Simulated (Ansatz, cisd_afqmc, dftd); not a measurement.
Reaction: HO2 (SMILES O[O], doublet) → HO2- (SMILES [O-]O) (an electron is taken up)
Each species at its own B3LYP-D3(BJ)/def2-TZVP minimum (Ansatz, a quantum-chemistry and plane-wave program).

Property: adiabatic electron affinity (electronic), positive where energy is released, in eV. UHF or UKS for unpaired electrons; spin-orbit terms are left out. Cores are frozen in correlated methods. Rows without X2C or -DK are non-relativistic. AFQMC is phaseless with a CISD trial state; ± is one standard error, without the phaseless bias. Outlying blocks are dropped, and bars are widened where a walk drifts. Over all cases where full CI ran beside it in this data, AFQMC minus full CI had a median of +0.1 mEh and passed +0.4 mEh in a tenth of the cases. CBS(X,Y): correlation extrapolated as X^-3, Hartree-Fock from the larger set. A bracket is a step between two methods taken in the basis named. The functionals are non-relativistic, so their misses hold any scalar relativity. 'core' is core correlation in cc-pwCVTZ, 'X2C' scalar relativity in cc-pVTZ-DK, both at CCSD(T). def2-TZVPD holds few diffuse functions, which lowers the functionals' binding of the extra electron. The T1 diagnostic of HO2- ([O-]O, singlet) reaches 0.026 in the sets run.

| level | program | adiabatic electron affinity (eV) | difference against the last row |
|---|---|---|---|
| PBE/def2-TZVPD | Ansatz | 0.89 | -0.17 |
| r2SCAN-D3(BJ)/def2-TZVPD | Ansatz + dftd3 | 0.74 | -0.32 |
| CAM-B3LYP-D4/def2-TZVPD | Ansatz + dftd4 | 0.95 | -0.11 |
| wB97M-V/def2-TZVPD | Ansatz | 0.89 | -0.17 |
| MP2/aug-cc-pVQZ | Ansatz | 1.30 | 0.24 |
| CCSD/aug-cc-pVTZ | Ansatz | 0.86 | -0.20 |
| CCSD(T)/CBS(aug-cc-pVTZ,aug-cc-pVQZ) | Ansatz | 1.06 | 0.00 |
| CCSDT(Q)/aug-cc-pVDZ | Ansatz | 0.95 | -0.11 |
| CCSDT(Q)/aug-cc-pVTZ | Ansatz | 1.00 | -0.06 |
| AFQMC/CISD/aug-cc-pVDZ | cisd_afqmc | 0.94 ± 0.02 | -0.12 |
| CCSD(T)/CBS(aug-cc-pVTZ,aug-cc-pVQZ) + [CCSDT(Q) - CCSD(T)]/aug-cc-pVTZ + core + X2C | Ansatz | 1.06 | 0.00 |
